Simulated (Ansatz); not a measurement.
2H WS2

All values below come from r²SCAN+SOC in Ansatz (PAW).

Numerical settings: plane-wave cutoff 560 eV, 12×12×4 k mesh (along the axes of the cell as run), Fermi–Dirac smearing 0.01 eV, PAW data made under PBE.

Cell (measured lattice):

```
WS2
1.0
   -1.57650     2.73058     0.00000
    3.15300     0.00000     0.00000
    0.00000     0.00000   -12.32300
W S
2 4
Cartesian
  1.57650   0.91019  -3.08075
  0.00000   1.82039  -9.24225
  1.57650   0.91019 -10.80727
  0.00000   1.82039  -4.64577
  0.00000   1.82039  -1.51573
  1.57650   0.91019  -7.67723
```

For 2H WS2, the band gap is 1.04 eV (indirect) and the smallest direct gap on the k points sampled is 1.76 eV. The Γ–Γ gap comes out as 2.31 eV.

Note: cell and atoms aren't relaxed at this level (largest force component 0.02 eV/Å, pressure 3.0 GPa).

The computed numbers hold no vibrational or temperature effects.

Ansatz is an electronic-structure program.
